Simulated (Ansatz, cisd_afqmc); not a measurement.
System: SiO, charge 0, singlet. SiO (SMILES [O+]#[Si-]).
B3LYP-D3(BJ)/def2-TZVP minimum from Ansatz (a quantum-chemistry and plane-wave program):
```
Si
O 1 1.5131
```

Total energies in cc-pV(D+d)Z, 10 correlated electrons, 6 frozen orbitals. Open shells are spin-unrestricted; no spin-orbit coupling. Correlated methods leave the cores frozen. No relativity. AFQMC is phaseless with a CISD trial state; ± is one standard error, without the phaseless bias. Outlying blocks are dropped, and bars are widened where a walk drifts. Over all cases where full CI ran beside it in this data, AFQMC minus full CI had a median of +0.1 mEh and passed +0.4 mEh in a tenth of the cases. The T1 diagnostic of OSi ([O+]#[Si-], singlet) reaches 0.030 in the sets run.

```csv
method,program,energy (Eh),minus CCSDTQ (mEh)
HF,Ansatz,-363.80040,292.85
MP2,Ansatz,-364.07318,20.07
CCSD,Ansatz,-364.07972,13.53
CCSD(T),Ansatz,-364.09125,2.00
CCSDT(Q),Ansatz,-364.09362,-0.37
CCSDTQ,Ansatz,-364.09325,0.00
AFQMC/CISD,cisd_afqmc,-364.0931 ± 0.0004,0.2 ± 0.4
```

Rough core times of Ansatz's runs on a shared machine: CCSD(T) under 20 s, CCSDT(Q) under 20 s, CCSDTQ 90 s.
